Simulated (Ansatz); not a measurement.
C3H4N2O can be A, `C/N=C(/O)C#N`, or B, `Nc1ncco1`.

Computed with Ansatz on PBE0-D4/def2-TZVP structures; ΔE is electronic, products minus reactants. CCSD(T)/CBS is the MP2 limit (def2-TZVPP, def2-QZVPP) plus CCSD(T) − MP2 in def2-TZVPP, frozen cores. Functionals use def2-TZVPP. Each species was taken in one conformer, which may not be the lowest.

A:

```xyz
10

C    -0.182    0.374   -1.391
N     0.548   -0.439   -0.457
C     0.312   -0.403    0.775
O     0.978   -1.150    1.665
C    -0.690    0.430    1.408
N    -1.503    1.118    1.840
H     0.525    0.999   -1.942
H    -0.941    1.017   -0.933
H    -0.666   -0.278   -2.122
H     1.619   -1.668    1.158
```

B:

Z-matrix (Å, degrees):
```
N
C 1 1.362
H 1 1.006 2 113.6
H 1 1.006 2 115.7 3 -135.9
N 2 1.292 1 127.9 3 -18.4
O 2 1.342 1 116.8 3 164.9
C 5 1.385 2 103.6 1 -176.5
C 6 1.377 2 104.1 1 177.0
H 7 1.078 5 121.7 2 179.9
H 8 1.075 6 116.8 2 179.7
```

Question: Which isomer does CCSD(T)/CBS put lower? Give the gap. (Estimate.)

Answer: Ansatz gave: B, by 54.6 kJ/mol.

Question: Give E(B) − E(A) in kJ/mol with PBE0-D4, B2PLYP, r2SCAN-D4, ωB97M-V, PBE-D4, CCSD/def2-TZVPP, MP2/def2-TZVPP. (Estimate.)

Answer: Computed: PBE0-D4 -86.1, B2PLYP -47.8, r2SCAN-D4 -74.0, ωB97M-V -67.3, PBE-D4 -72.1, CCSD/def2-TZVPP -45.8, MP2/def2-TZVPP -48.9. None reverses the order clearly.

Largest T1 diagnostic: 0.014.

The D4 term adds −3.1 kJ/mol with B3LYP and −1.3 kJ/mol with PBE0; it sums over pairs of atoms, weighted by their polarisabilities, and B3LYP, whose exchange is more repulsive, gets the larger term. From PBE to PBE0 (25 % exact exchange), in def2-TZVPP and without D4, E(B) − E(A) moves by −14.4 kJ/mol.

B3LYP here is the variant with VWN-RPA as its local correlation; programs differ in this.
